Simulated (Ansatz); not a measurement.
## doublet NaS: levels of theory in one basis

```
atom   x (Å)   y (Å)    z (Å)
  Na  0.0000  0.0000  -1.3389
   S  0.0000  0.0000   1.3389
```

Basis set: def2-SVP (spherical functions). Frozen core: 6 orbitals. Correlation on ROHF uses semicanonical orbitals with singles. Charge 0, multiplicity 2.

Computed with Ansatz (development build ahead of 0.2.0); each method stands on the lowest determinant of its kind that the runs found.

```tsv
method	E − E(ROHF) (eV)	<S²> of the determinant
ROHF	0.00	–
UHF	-0.10	0.76
ROHF-MP2	-3.00	–
UHF-MP2	-2.99	0.76
```

What does ROHF-CCSD(T) give on the same scale?

-3.53 eV.

Is a single determinant a sound starting point here?

By this sign, yes. Unrestricted orbitals gain 0.10 eV and <S²> is 0.76 against 0.75 for a pure state.
